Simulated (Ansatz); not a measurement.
**Si–AsH₂, quartet: reading a ladder of total energies**

Geometry: displaced at random from a stationary point.

```xyz
4

Si    0.0393    0.0113    1.7862
As   -0.0414   -0.0049   -0.6446
H     1.0411    1.1486   -0.9453
H     0.9383   -1.1025   -0.9155
```

Basis cc-pVDZ; Ansatz 0.2.0. Only valence electrons are correlated (noble-gas cores and the filled d shells of p-block atoms frozen), which leaves 11 electrons in 36 orbitals. R marks a restricted (for open shells ROHF) determinant, U an unrestricted one. No spin–orbit coupling is included, and no scalar relativity.

Full CI isn't at hand for all of this; UCCSDT(Q) serves as the reference, and is uncertain by the last step of the cluster series or more.

UCCSD has a T1 diagnostic of 0.029 and a largest doubles amplitude of 0.06.

Runs differ by some tens of microhartree through their thresholds and, for an open shell, their frozen cores, so steps under 0.03 kcal/mol mean nothing.

```tsv
level	total energy (hartree)
UHF	-2524.168303
UMP2	-2524.327178
UCCSD	-2524.364644
UCCSD(T)	-2524.371045
UCCSDT	-2524.372333
UCCSDT(Q)	-2524.372736
```

Problem. What is the correlation energy at UCCSDT(Q), and what share of it do UMP2 and UCCSDT recover?

Solution. E(corr) = -2524.372736 − (-2524.168303) = -0.204433 hartree = -5.563 eV. UMP2: -0.158875 / -0.204433 = 77.71 %. UCCSDT: -0.204030 / -0.204433 = 99.80 %.

Problem. By how many kcal/mol does UCCSD(T) miss UCCSDT(Q) (1 hartree = 627.509 kcal/mol), and which steps make up the rest?

Solution. -2524.371045 − (-2524.372736) = 0.001691 hartree = 1.06 kcal/mol. Steps: UCCSDT − UCCSD(T) = -0.81, UCCSDT(Q) − UCCSDT = -0.25 kcal/mol. Differences between like states or geometries often cancel part of this.
